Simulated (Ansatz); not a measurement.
`F/C=C(\F)CF` → `FCC=C(F)F`  (isomerisation)

Gas-phase electronic energies from Ansatz, PBE0-D4/def2-TZVP geometries. CCSD(T)/CBS adds triple-zeta CCSD(T) − MP2 to the extrapolated MP2 energy (def2 sets, frozen cores). Functionals use def2-TZVPP. B3LYP here is the variant with VWN-RPA as its local correlation; programs differ in this. One conformer a species, not always the lowest.

Problem. Is it downhill or uphill in electronic energy at CCSD(T)/CBS, and by how much? (An estimate is asked.)

Solution. Computed: Downhill: ΔE = -8.2 kcal/mol.

Problem. What do these levels give: B3LYP-D4, r2SCAN, CAM-B3LYP, CCSD(T)/def2-SVP, HF/def2-QZVPP, SCS-MP2/def2-QZVPP? (An estimate is asked.)

Solution. Computed: B3LYP-D4 -8.2, r2SCAN -9.5, CAM-B3LYP -8.3, CCSD(T)/def2-SVP -9.1, HF/def2-QZVPP -7.9, SCS-MP2/def2-QZVPP -8.5 kcal/mol.

Largest T1 diagnostic among the species: 0.012.

At CCSD(T), def2-SVP lies −1.0 kcal/mol from the extrapolated value and def2-TZVPP −0.4 kcal/mol. Leaving LDA and LC-ωPBE aside and taking each functional with its dispersion term where it has one, the values, not all of them listed here, spread over 1.5 kcal/mol, from r2SCAN-D4 to BLYP-D4. LDA lies −0.8 kcal/mol from PBE without D4.
